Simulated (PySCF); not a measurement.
H2P, SMILES [PH2], multiplicity 2. Atoms are numbered in the order given.

```xyz
3

P      0.0000     0.0000     0.1160
H      0.0000    -1.0212    -0.8702
H      0.0000     1.0212    -0.8702
```
Charge 0, spin multiplicity 2.

Geometry: ωB97X-D3(BJ)/def2-TZVPD. The isomer is the one that the SMILES or the coordinates give; other isomers of the formula were not compared.

Two levels are set side by side: PBE/pcH-1 (PySCF) and PBE0/pcH-1 (PySCF). Contact hyperfine couplings, same geometry. Differences are taken from unrounded values.

```tsv
quantity	PBE0	PBE	PBE minus PBE0
A(iso) of 31P, atom P1 (MHz)	105.8	53.0	-52.8
A(iso) of 1H, atom H2 (MHz)	-47.0	-44.0	3.0
A(iso) of 1H, atom H3 (MHz)	-47.0	-44.0	3.0
```

Rough cost on one machine, each run with all the roots and properties that it gave: PBE0 against PBE within a factor of 2.
